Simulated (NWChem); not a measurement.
Molecule: silicon monoxide (SiO, singlet); SMILES O=[Si]

Program: NWChem. Low-valent species are run as closed-shell singlets; no triplet was tried in these runs. Each level has its own optimisation. Entropies are gas-phase, rigid-rotor, harmonic values for NWChem's default masses at 298.15 K and 1 bar, so the errors hold that model's part too (torsions, anharmonicity).

Measured entropy at 1 bar: 50.6 cal/(mol K) (CRC Handbook, as tabulated in the package chemicals).

| level | entropy at 1 bar (cal/(mol K)) | computed − measured |
|---|---|---|
| BP86/def2-TZVP | ? | ? |
| Hartree-Fock/STO-3G | ? | ? |
| LDA (Slater exchange, VWN5)/def2-SVP | 50.6 | 0.0 |
| B3LYP/def2-TZVP | 50.5 | -0.1 |
| PBE0-D3(BJ)/def2-TZVP | 50.5 | -0.1 |

**Question.** Some entries are withheld; supply them.

**Answer.** 
- Hartree-Fock/STO-3G, entropy at 1 bar (cal/(mol K)): 50.4
- Hartree-Fock/STO-3G, computed − measured: -0.2
- BP86/def2-TZVP, entropy at 1 bar (cal/(mol K)): 50.6
- BP86/def2-TZVP, computed − measured: 0.0
